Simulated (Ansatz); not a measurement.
The first iterations of a band of BH3O (5 atoms, charge 0, multiplicity 1).

These are results of RKS B3LYP/def2-TZVP in Ansatz, not measurements.

* movable images: 9
* climbing image: yes
* spring: 2.0 to 10.0 eV/Å², energy-weighted
* optimiser: quadratic models (default)
* start path: through a guess of the saddle point
* force threshold: 0.03 eV/Å
* iteration limit: 60
* end points: relaxed

Initial state:

```xyz
5
Properties=species:S:1:pos:R:3
B 0.231 -0.075 0.188
H 0.190 -0.096 1.383
O 1.370 -0.383 -0.469
H 2.109 -0.609 0.105
H -0.713 0.212 -0.480
```

Final state:

```xyz
5
Properties=species:S:1:pos:R:3
B -0.469 0.125 0.106
H 1.200 -0.385 1.392
O 1.021 -0.310 0.448
H 1.808 -0.516 -0.110
H -0.373 0.134 -1.110
```

| iteration | highest image above the first end (eV) | largest band force component (eV/Å) |
| --- | --- | --- |
| 1 | 6.217 | 12.024 |
| 2 | 5.207 | 3.630 |
| 3 | 5.137 | 1.466 |
| 4 | 5.142 | 2.380 |
| 5 | 5.117 | 0.950 |
| 6 | 5.111 | 1.799 |
| 7 | 5.107 | 1.883 |

**Question.** Does the band converge within its limit, and where does its top end?

**Answer.** The run converged. It ended after 21 iterations with the highest image 5.106 eV above the first end. The profile has 2 maxima (images 1, 6) with wells between them (image 2): this band takes more than one step, which may be the mechanism or a detour left from its start path. Neighbouring images differ by up to 3.4 eV, so the band resolves the path poorly. Another band between the same ends (9 images) ends at a top of the same energy, where a vibrational analysis finds 1 clearly imaginary mode. The orbitals stay closed-shell, which can raise the energy where a bond breaks towards radicals; this wasn't checked here.

Time of the run: 110 s on 2 threads of Arm Neoverse V2, on a shared host, peak memory 0.12 GiB.
